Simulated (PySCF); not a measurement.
How the method changes the constants of CS⁻

State: ²Π (doublet), unpaired electrons π ↑. Set-up: C aug-cc-pVDZ, S aug-cc-pV(D+d)Z; no relativity (PySCF 2.14). De refers to C + S⁻ in their high-spin ground configurations, without counterpoise correction. The functionals are run spin-unrestricted. A positive dipole points towards S; it is taken about the centre of mass and depends on that origin.

```csv
Level,Re (Å),ωe (cm⁻¹),De (eV),μ (D),"CPU s a point (SCF and correlation, without the integrals)"
UHF,1.635,1028,n/a,2.11,0.19
UHF-MP2,1.632,1031,n/a,n/a,0.3
UHF-SCS-MP2,1.635,1025,n/a,n/a,n/a
UHF-CCSD,1.645,1003,n/a,n/a,n/a
UHF-CCSD(T),1.652,980,n/a,n/a,5.2
PBE,1.642,983,5.80,2.75,0.67
PBEsol,1.636,999,6.11,2.81,0.46
revPBE,1.648,971,5.53,2.70,0.47
r²SCAN,1.636,1004,5.43,2.65,1
TPSSh,1.641,991,5.31,2.60,1.2
PBE0,1.628,1028,5.42,2.65,1
```

The bond length runs from 1.628 Å (PBE0) to 1.652 Å (UHF-CCSD(T)). De spans 5.31 eV (TPSSh, hybrid meta-GGA) to 6.11 eV (PBEsol, GGA).

Correlated steps freeze 6 core orbitals. For an ion De counts to the pair picked by the measured ionisation energies or electron affinities, which need not be the lowest pair at this level. The highest Kohn–Sham level is positive in this anion. Much of that is self-interaction error, but it also means that the finite basis helps to hold the extra electron. The state is the lowest determinant that a PBE0 search found; another state may lie lower at other levels.

The whole job (state search and all levels along the bond) took about 2 min on 1 thread of Arm Neoverse V2 (shared host), peak memory 0.73 GiB.
